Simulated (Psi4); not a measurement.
# triplet [NH2]− at 6 levels

Aim: a comparison of 6 runs (UB3LYP/6-31G*, UBLYP/aug-cc-pVTZ, UHSE06/aug-cc-pVTZ, UMP3/aug-cc-pVTZ, UCCSD/aug-cc-pVTZ, UCCSD(T)/aug-cc-pVTZ) of triplet [NH2]−. 

Program for the calculation: Psi4 1.11.

5 further runs of the same task are left out: 2 that didn't finish, 3 set aside as unsound or not needed.

### Step 1. The system as given

[NH2]−: 3 atoms, total charge -1, spin state triplet. As SMILES of the parent species, `[NH2-]`. Geometry: relaxed at PBE0-D4/def2-TZVPD. That shape belongs to the parent species and isn't relaxed for this state.

Bond lengths: N1–H2 1.027 Å, N1–H3 1.027 Å. Angles: H2–N1–H3 101.8°.

### Step 2. A single-point energy at UB3LYP/6-31G(d) (Cartesian functions) (run 1)

File input.json:

```json
{
  "schema_name": "qcschema_input",
  "schema_version": 1,
  "molecule": {
    "schema_name": "qcschema_molecule",
    "schema_version": 2,
    "symbols": ["N", "H", "H"],
    "geometry": [0.64666428, -0.3836144, 0.3187968, 0.23716063, 1.51404857, 0.29479728, -0.88382491, -1.13043417, -0.61359407],
    "molecular_charge": -1,
    "molecular_multiplicity": 3,
    "fix_symmetry": "c1",
    "fix_com": true,
    "fix_orientation": true
  },
  "driver": "energy",
  "model": {
    "method": "b3lyp",
    "basis": "6-31G*"
  },
  "keywords": {
    "reference": "uks",
    "puream": false,
    "e_convergence": 1e-09,
    "d_convergence": 1e-08,
    "scf_type": "pk",
    "dft_radial_points": 99,
    "dft_spherical_points": 590,
    "maxiter": 100
  }
}
```

The run is started by

```bash
$ psi4 --qcschema input.json -n 1 --memory 1600MB
```

stdout:

```text
[...]
  Running in c1 symmetry.
[...]
  Nuclear repulsion =    7.542852420928848
[...]
  Multiplicity = 3
[...]
  Nalpha       = 6
  Nbeta        = 4
[...]
    Number of basis functions: 19
[...]
   @UKS iter   1:   -55.54419203497133   -8.81371e-02   2.95162e-02 DIIS/ADIIS
[...]
   @UKS iter  10:   -55.69553429348838   -7.81597e-14   9.30207e-09 DIIS
[...]
   @S^2 Observed:                2.002240770E+00
[...]
    Orbital Energies [Eh]
    ---------------------
    Alpha Occupied:
       1A    -14.018844     2A     -0.533509     3A     -0.149982
       4A     -0.027948     5A     -0.002671     6A      0.279062
    Alpha Virtual:
       7A      0.405934     8A      0.938630     9A      0.960724
      10A      0.975642    11A      1.154491    12A      1.183281
      13A      1.289104    14A      1.966262    15A      1.983594
      16A      1.986988    17A      2.395552    18A      2.689948
      19A      3.811813
    Beta Occupied:
[...]
  @UKS Final Energy:   -55.69553429348838
   => Energetics <=
    Nuclear Repulsion Energy =              7.5428524209288481
    One-Electron Energy =                 -92.8791199620762029
    Two-Electron Energy =                  36.0006938537801631
    DFT Exchange-Correlation Energy =      -6.3599606061211924
    Empirical Dispersion Energy =           0.0000000000000000
    VV10 Nonlocal Energy =                  0.0000000000000000
    Total Energy =                        -55.6955342934883788
[...]
 Multipole Moments:
 ------------------------------------------------------------------------------------
     Multipole            Electronic (a.u.)      Nuclear  (a.u.)        Total (a.u.)
 ------------------------------------------------------------------------------------
 L = 1.  Multiply by 2.5417464519 to convert [e a0] to [Debye]
 Dipole X            :         -4.0354497            3.8799857           -0.1554640
 Dipole Y            :          2.3939447           -2.3016864            0.0922583
 Dipole Z            :         -1.9894188            1.9127808           -0.0766380
 Magnitude           :                                                    0.1963518
[...]
```

The result, in JSON:

```text
{
 "driver": "energy",
 "model": {
  "method": "b3lyp",
  "basis": "6-31G*"
 },
 "success": true,
 "return_result": -55.69553429348838,
 "properties": {
  "calcinfo_nbasis": 19,
  "calcinfo_nmo": 19,
  "calcinfo_nalpha": 6,
  "calcinfo_nbeta": 4,
  "calcinfo_natom": 3,
  "nuclear_repulsion_energy": 7.542852420928848,
  "return_energy": -55.69553429348838,
  "scf_one_electron_energy": -92.8791199620762,
  "scf_two_electron_energy": 36.00069385378016,
  "scf_xc_energy": -6.359960606121192,
  "scf_dipole_moment": [-0.15546398563234698, 0.09225833779185688, -0.07663800977750879],
  "scf_total_energy": -55.69553429348838,
  "scf_iterations": 10
 }
}
```

Run time: 14 s. Hardware: 1 thread of Intel Xeon at 2.50GHz (Skylake/Cascade Lake), shared host; peak memory 0.3 GiB.

### Step 3. Energy and forces at UBLYP/aug-cc-pVTZ (run 2)

File input.in:

```
memory 1.6 GB

molecule molecule1 {
  -1 3
  N      0.342200    -0.203000     0.168700
  H      0.125500     0.801200     0.156000
  H     -0.467700    -0.598200    -0.324700
  units angstrom
  symmetry c1
}

set basis aug-cc-pVTZ
set reference uks
set puream true
set e_convergence 1e-09
set d_convergence 1e-08
set scf_type pk
set dft_radial_points 99
set dft_spherical_points 590
set maxiter 100

gradient("blyp")
print_variables()
```

The run is started by

```bash
$ psi4 input.in input.out -n 1
```

input.out:

```text
[...]
  Running in c1 symmetry.
[...]
  Nuclear repulsion =    7.542852415995356
[...]
  Multiplicity = 3
[...]
  Nalpha       = 6
  Nbeta        = 4
[...]
    Number of basis functions: 92
[...]
   @UKS iter   1:   -55.56550951083497   -1.00434e-01   8.10441e-03 DIIS/ADIIS
[...]
   @UKS iter  12:   -55.86536383671353   -1.30740e-12   9.12905e-10 DIIS
[...]
   @S^2 Observed:                2.002649001E+00
[...]
    Orbital Energies [Eh]
    ---------------------
    Alpha Occupied:
       1A    -13.883064     2A     -0.613797     3A     -0.261404
       4A     -0.129022     5A     -0.109742     6A      0.072223
    Alpha Virtual:
       7A      0.092738     8A      0.163887     9A      0.171226
      10A      0.188226    11A      0.207154    12A      0.237388
      13A      0.269418    14A      0.294269    15A      0.309955
      16A      0.317685    17A      0.400381    18A      0.422696
      19A      0.437096    20A      0.488612    21A      0.507900
      22A      0.534611    23A      0.572959    24A      0.575991
      25A      0.714929    26A      0.731799    27A      0.742768
[...]
  @UKS Final Energy:   -55.86536383671353
   => Energetics <=
    Nuclear Repulsion Energy =              7.5428524159953563
    One-Electron Energy =                 -91.5925543398915636
    Two-Electron Energy =                  35.8305793000751791
    DFT Exchange-Correlation Energy =      -7.6462412128924964
    Empirical Dispersion Energy =           0.0000000000000000
    VV10 Nonlocal Energy =                  0.0000000000000000
    Total Energy =                        -55.8653638367135272
[...]
 Multipole Moments:
 ------------------------------------------------------------------------------------
     Multipole            Electronic (a.u.)      Nuclear  (a.u.)        Total (a.u.)
 ------------------------------------------------------------------------------------
 L = 1.  Multiply by 2.5417464519 to convert [e a0] to [Debye]
 Dipole X            :          1.8473995           -0.9370214            0.9103781
 Dipole Y            :         -0.9885132            0.5013879           -0.4871253
 Dipole Z            :          0.0000000           -0.0000000            0.0000000
 Magnitude           :                                                    1.0325112
[...]
  -Total Gradient:
     Atom            X                  Y                   Z
    ------   -----------------  -----------------  -----------------
       1       -0.012342182664     0.006612872958     0.000000000000
       2        0.001263399220    -0.012491562724    -0.000000000000
       3        0.011084615095     0.005875569437    -0.000000000000
[...]
```

It took 44 s on 1 thread of Intel Xeon at 2.50GHz (Skylake/Cascade Lake), shared host; peak memory 0.82 GiB.

Run 3 isn't shown in full; the table further down has it.

### Step 4. A single-point energy at UMP3/aug-cc-pVTZ (run 4)

File run.py:

```python
import psi4

psi4.set_memory('1600 MB')
psi4.set_num_threads(1)
psi4.set_output_file('output.dat', False)

molecule = psi4.geometry("""
-1 3
N      0.342200    -0.203000     0.168700
H      0.125500     0.801200     0.156000
H     -0.467700    -0.598200    -0.324700
symmetry c1
no_reorient
no_com
""")

options = {'reference': 'uhf', 'puream': True, 'e_convergence': 1e-09, 'd_convergence': 1e-08, 'scf_type': 'pk', 'num_frozen_docc': 1, 'maxiter': 100, 'mp_type': 'conv'}
psi4.set_options(options)

e = psi4.energy("mp3/aug-cc-pVTZ", molecule=molecule)
print('E =', round(e, 9))
```

The run is started by

```bash
$ python run.py
```

output.dat:

```text
[...]
  Running in c1 symmetry.
[...]
  Nuclear repulsion =    7.542852415995356
[...]
  Multiplicity = 3
[...]
  Nalpha       = 6
  Nbeta        = 4
[...]
    Number of basis functions: 92
[...]
   @UHF iter   1:   -55.48976115163337   -6.67604e-01   3.37442e-03 ADIIS/DIIS
[...]
   @UHF iter  12:   -55.55957173076490   -1.48859e-11   5.41806e-09 DIIS
[...]
   @S^2 Observed:                2.009199070E+00
[...]
    Orbital Energies [Eh]
    ---------------------
    Alpha Occupied:
       1A    -15.441941     2A     -1.011333     3A     -0.486575
       4A     -0.360560     5A     -0.356884     6A      0.027727
    Alpha Virtual:
       7A      0.137614     8A      0.230573     9A      0.232213
      10A      0.272937    11A      0.279751    12A      0.355449
      13A      0.371817    14A      0.393149    15A      0.420277
      16A      0.421116    17A      0.501017    18A      0.557039
      19A      0.589800    20A      0.626508    21A      0.645147
      22A      0.677743    23A      0.716955    24A      0.721728
      25A      0.893994    26A      0.917713    27A      0.951534
[...]
  @UHF Final Energy:   -55.55957173076490
   => Energetics <=
    Nuclear Repulsion Energy =              7.5428524159953563
    One-Electron Energy =                 -91.5032045611328613
    Two-Electron Energy =                  28.4007804143726048
    Total Energy =                        -55.5595717307649011
  UHF NO Occupations:
  HONO-2 :    4  A 1.9968628
  HONO-1 :    5  A 1.0000000
[...]
 Multipole Moments:
 ------------------------------------------------------------------------------------
     Multipole            Electronic (a.u.)      Nuclear  (a.u.)        Total (a.u.)
 ------------------------------------------------------------------------------------
 L = 1.  Multiply by 2.5417464519 to convert [e a0] to [Debye]
 Dipole X            :         -3.5061842            3.8799857            0.3738015
 Dipole Y            :          2.0799536           -2.3016864           -0.2217329
 Dipole Z            :         -1.7285002            1.9127808            0.1842806
 Magnitude           :                                                    0.4720724
[...]
	SCS-MP2 Total Energy (a.u.)        :   -55.75405402027403
	SOS-MP2 Total Energy (a.u.)        :   -55.75456488286795
[...]
	SOS-PI-MP2 Total Energy (a.u.)     :   -55.76956435610666
[...]
	MP2 Total Energy (a.u.)            :   -55.75303229508619
[...]
	SCS-MP3 Total Energy (a.u.)        :   -55.75784027717187
[...]
	MP3 Total Energy (a.u.)            :   -55.76817732267754
[...]
```

Standard output:

```text
E = -55.768177323
```

Wall time 46 s (1 thread of Intel Xeon at 2.50GHz (Skylake/Cascade Lake), shared host); peak memory 1.1 GiB.

Run 5 isn't shown in full; the table further down has it.

### Step 5. The energy at UCCSD(T)/aug-cc-pVTZ (run 6)

File calc.py:

```python
import psi4

psi4.set_memory('1600 MB')
psi4.set_num_threads(1)
psi4.core.set_output_file('output.dat', False)

mol = psi4.geometry("""
-1 3
N      0.342200    -0.203000     0.168700
H      0.125500     0.801200     0.156000
H     -0.467700    -0.598200    -0.324700
symmetry c1
no_reorient
no_com
""")

psi4.set_options({
    'basis': 'aug-cc-pVTZ',
    'reference': 'uhf',
    'puream': True,
    'e_convergence': 1e-09,
    'd_convergence': 1e-08,
    'scf_type': 'pk',
    'num_frozen_docc': 1,
    'maxiter': 100,
})

e_tot, wfn = psi4.energy('ccsd(t)', molecule=mol, return_wfn=True)
print(f'ccsd(t) energy: {e_tot:.10f} Eh')
```

The run is started by

```bash
$ python calc.py
```

output.dat:

```text
[...]
  Running in c1 symmetry.
[...]
  Nuclear repulsion =    7.542852415995356
[...]
  Multiplicity = 3
[...]
  Nalpha       = 6
  Nbeta        = 4
[...]
    Number of basis functions: 92
[...]
   @UHF iter   1:   -55.48976115163337   -6.67604e-01   3.37442e-03 DIIS/ADIIS
[...]
   @UHF iter  12:   -55.55957173076490   -1.48859e-11   5.41806e-09 DIIS
[...]
   @S^2 Observed:                2.009199070E+00
[...]
    Orbital Energies [Eh]
    ---------------------
    Alpha Occupied:
       1A    -15.441941     2A     -1.011333     3A     -0.486575
       4A     -0.360560     5A     -0.356884     6A      0.027727
    Alpha Virtual:
       7A      0.137614     8A      0.230573     9A      0.232213
      10A      0.272937    11A      0.279751    12A      0.355449
      13A      0.371817    14A      0.393149    15A      0.420277
      16A      0.421116    17A      0.501017    18A      0.557039
      19A      0.589800    20A      0.626508    21A      0.645147
      22A      0.677743    23A      0.716955    24A      0.721728
      25A      0.893994    26A      0.917713    27A      0.951534
[...]
  @UHF Final Energy:   -55.55957173076490
   => Energetics <=
    Nuclear Repulsion Energy =              7.5428524159953563
    One-Electron Energy =                 -91.5032045611328613
    Two-Electron Energy =                  28.4007804143726048
    Total Energy =                        -55.5595717307649011
  UHF NO Occupations:
  HONO-2 :    4  A 1.9968628
  HONO-1 :    5  A 1.0000000
[...]
 Multipole Moments:
 ------------------------------------------------------------------------------------
     Multipole            Electronic (a.u.)      Nuclear  (a.u.)        Total (a.u.)
 ------------------------------------------------------------------------------------
 L = 1.  Multiply by 2.5417464519 to convert [e a0] to [Debye]
 Dipole X            :         -3.5061842            3.8799857            0.3738015
 Dipole Y            :          2.0799536           -2.3016864           -0.2217329
 Dipole Z            :         -1.7285002            1.9127808            0.1842806
 Magnitude           :                                                    0.4720724
[...]
      * MP2 total energy                      =  -55.753032295086449
[...]
      * CCSD total energy                     =  -55.770551136046848
[...]
      * CCSD(T) total energy                     =  -55.777478493797091
```

Standard output:

```text
ccsd(t) energy: -55.7774784938 Eh
```

Run time: 1.9 min. Hardware: 1 thread of Intel Xeon at 2.50GHz (Skylake/Cascade Lake), shared host; peak memory 1.1 GiB.

### Step 6. All runs side by side

```
run                                level      task  Cartesian functions  energy (Eh)  HOMO energy (eV)   ⟨S²⟩  wall time
  1  UB3LYP/6-31G* (Cartesian functions)    energy                  yes   -55.695534              7.59  2.002       14 s
  2                    UBLYP/aug-cc-pVTZ  gradient                   no   -55.865364              1.97  2.003       44 s
  3                   UHSE06/aug-cc-pVTZ  gradient                   no   -55.824214              1.72  2.004       79 s
  4                     UMP3/aug-cc-pVTZ    energy                   no   -55.768177              0.75  2.009       46 s
  5                    UCCSD/aug-cc-pVTZ    energy                   no   -55.770551              0.75  2.009    1.7 min
  6                 UCCSD(T)/aug-cc-pVTZ    energy                   no   -55.777478              0.75  2.009    1.9 min
```

### Step 7. Summary of results

| quantity | value |
| --- | --- |
| run 6: total energy | -55.77748 Eh |
| run 6: HOMO energy (Hartree–Fock orbitals) (highest over α and β) | 0.75 eV |
| run 6: LUMO energy (Hartree–Fock orbitals) (lowest over α and β) | 3.74 eV |
| run 6: correlation energy (1 core orbital frozen) | -217.9 mEh |
| run 6: (T) correction | -6.93 mEh |
| run 6: ⟨S²⟩ of the reference determinant | 2.009 |
| run 6: T1 diagnostic | 0.027 |

Totals of different functionals can't be ranked against each other. In runs 1, 2, 3, 4, 5, 6 the HOMO lies above zero, so the outermost electron may be held by the basis alone. All runs together took 6.7 min, the longest 1.9 min.
